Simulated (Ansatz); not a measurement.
α-quartz (SiO2), treated with r²SCAN-D4 (plane waves, PAW; Ansatz, a first-principles code).

Settings: plane-wave cutoff 560 eV, 12×12×6 k mesh (along the axes of the cell as run), Fermi–Dirac smearing 0.01 eV, scalar-relativistic PAW data made under PBE.

Shape and atoms are relaxed at each volume.

Pressure at four volumes; x = ln(V/12.376 Å³). One pressure is withheld.

```csv
V (Å³/atom),x,P (GPa)
11.881,-0.0408,?
12.129,-0.0202,0.842
12.376,0.0000,-0.003
12.871,0.0392,-1.349
```

Question: Pass a parabola P(x) through the three rows shown, estimate the bulk modulus and its pressure derivative near zero pressure, and predict the withheld pressure.

Answer: Slopes between the rows: (-0.003 − (0.842))/(0.0000 − (-0.0202)) = -41.83 and (-1.349 − (-0.003))/(0.0392 − (0.0000)) = -34.34 GPa. Their difference over the span 0.0594 is c = 7.49/0.0594 = 126.1 GPa, so P(x) = 0.842 + (-41.83)(x − (-0.0202)) + 126.1 (x − (-0.0202))(x − (0.0000)). At the middle row B = −dP/dx = −[-41.83 + 126.1 × 0.0202] = 39.3 GPa, and B′ = dB/dP = 2c/B = 6.4. At x = -0.0408 the parabola gives 1.810 GPa; the run gives 1.821 GPa. The Birch–Murnaghan fit to the energies at all volumes has B0 = 39.3 GPa and B′ = 6.8.

Measured, for comparison: bulk modulus 37.1 ± 0.09 GPa (room temperature, no zero-point or thermal correction, equation of state from high-pressure X-ray diffraction; as tabulated in Angel, Allan, Miletich, Finger, J. Appl. Cryst. 30, 461 (1997)). Computed (rounded) less measured: bulk modulus +6 %. A static lattice is as a rule a little smaller and stiffer than an uncorrected measurement, which narrows the difference in the bulk modulus and would widen misses of the other sign.

Note: the bulk modulus comes from volumes at which shape and atoms were relaxed.
